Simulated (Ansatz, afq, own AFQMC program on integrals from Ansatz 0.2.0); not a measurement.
AFQMC on a folder of integrals that Ansatz 0.2.0 wrote.

```yaml
crystal:
  periodic: [false, false, false]
  atoms:
    - {symbol: Si, position_ang: [0.000000, 0.000000, 0.573437]}
    - {symbol: N, position_ang: [0.000000, 0.000000, -0.933563]}
    - {symbol: H, position_ang: [0.000000, 0.834992, -1.502626]}
    - {symbol: H, position_ang: [0.000000, -0.834993, -1.502626]}
basis:
  gaussian: {orbitals: cc-pVDZ}
magnetization: {spin_polarized: true, initial_magnetization: 1}
correlation: {method: ccsd_t, electrons: outside_noble_gas, hamiltonian_folder: ham}
```

```sh
$ ansatz run in.yaml --threads 1 --pin off --events-out ev --progress --plain --max-ram 1382MiB
```

afq runs on the folder ham with

```
--method phaseless --trial cisd --walkers 60 --populations 1 --least-time 40 --time-step 0.005 --steps-per-block 50 --equilibration-blocks 28 --max-blocks 300 --target-error 0.0004 --factor-cut 1e-05 --start spin_pure --seed 1318 --release-times 0.24,0.51,0.99,1.62,2.4 --release-step 0.03 --release-every 4 --taylor-order 6
```

Times are imaginary, in 1/Eh. The walk had a cap of 1172 s.

```
orbitals 36  electrons 6 5  factors 282 of 407
reference energy -344.48376833 Eh
CCSD correlation -0.26022950 Eh in 10 cycles, weight of the determinant in the CISD state 0.8864
energy of the start -344.743082 Eh
 block  time / (1/Eh)  mean weight  energy / Eh
     1     0.250  0.9986  -344.742101
     2     0.500  1.0011  -344.743611
     3     0.750  1.0003  -344.746543
     4     1.000  0.9995  -344.743028
     5     1.250  1.0009  -344.745312
     7     1.750  1.0002  -344.751259
     9     2.250  0.9984  -344.766302
    15     3.750  1.0002  -344.742972
    29     7.250  1.0022  -344.750832
    43    10.750  1.0005  -344.747465
    57    14.250  1.0025  -344.760428
    71    17.750  1.0032  -344.743454
    85    21.250  0.9965  -344.755027
    99    24.750  1.0006  -344.752843
   113    28.250  1.0001  -344.751166
   127    31.750  0.9987  -344.749734
   141    35.250  0.9991  -344.755040
   155    38.750  1.0006  -344.755487
   169    42.250  1.0035  -344.750499
   183    45.750  0.9965  -344.745999
   197    49.250  1.0032  -344.749288
   211    52.750  1.0018  -344.748111
   225    56.250  1.0022  -344.753643
   239    59.750  0.9984  -344.750709
   253    63.250  1.0023  -344.749121
   267    66.750  1.0021  -344.758076
   274    68.500  1.0011  -344.761178
   281    70.250  0.9990  -344.757568
   295    73.750  1.0019  -344.746857
   302    75.500  0.9989  -344.752423
blocks merged  error / Eh  count
     1  0.000266  280
     2  0.000322  140
     4  0.000340  70
     8  0.000385  35
    16  0.000341  17
    32  0.000301  8
released: time / (1/Eh)  energy / Eh  error  mean overlap
  0.24  -344.751348  0.000370  1.0004
  0.51  -344.751426  0.000374  0.9991
  0.99  -344.752018  0.000397  0.9930
  1.62  -344.752670  0.000550  0.9784
  2.40  -344.751893  0.000597  0.9834
energy -344.751106 +/- 0.000385 Eh
(rows thinned)
```

Task: Estimate how long the walk took on 1 thread of Intel(R) Xeon(R) 6975P-C (Granite Rapids) (shared host).

Result: 6.5 min of wall time.

The run passed its tests (sampling time, drift between the halves within three errors, error under three times the target), which doesn't prove that it has relaxed.

Against this walk (error 10.5 meV) on the same determinant: CCSD(T) 6.5 meV higher (within the noise), CCSDT(Q) 27.1 meV lower. The error is statistical and leaves out the bias of the constraint. Released to 2.40 1/Eh the energy moves by -21 ± 19 meV (both errors), within twice the noise.

Cautions: constraint bias not in the error.

CCSDT and higher add their correlation energy to the determinant of the CCSD(T) run, since their own runs factorise the integrals more tightly (a shift of under 2 meV). A walk keeps the symmetry of its determinant, which the program's search chose and which needn't be the lowest solution, so a lower state of the same spin and another symmetry isn't excluded.
